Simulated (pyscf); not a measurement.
Structures and frequencies: ωB97X-D3(BJ)/def2-SVP in PySCF.

Problem. Estimate the classical barrier height and the reaction energy of `[NH2][Ti]([Cl])([Cl])[O][SiH3]` + `[ClH]` → `[NH2][Ti]([Cl])([Cl])[Cl]` + `[OH][SiH3]` at ωB97M-D3(BJ)/def2-TZVP. The step runs on the singlet surface, breaks O–Ti, Cl–H and forms Cl–Ti, H–O; take the separated reactants as zero.

Solution. ΔE‡ = 43.6 kJ/mol, ΔE = +10.9 kJ/mol. Zero-point energy shifts the barrier by +1.4 kJ/mol. It is a four-centre exchange, with an imaginary mode of 639i cm⁻¹. On the reactant side the descent ends in a complex (not fully relaxed), 18.5 kJ/mol under the separated species and 45.6 kJ/mol under the saddle at ωB97X-D3(BJ)/def2-TZVP. On the product side the descent ends in an adduct with a O–Ti contact (not fully relaxed), 59.3 kJ/mol under the separated species and 79.1 kJ/mol under the saddle at ωB97X-D3(BJ)/def2-TZVP. What is counted as broken (O–Ti) persists as a longer contact in the product adduct; parting that adduct is a step of its own. At ωB97X-D3(BJ) the barrier from the zero used here is 27.1 kJ/mol. This is the saddle that the search found; another between the same sides may lie lower.
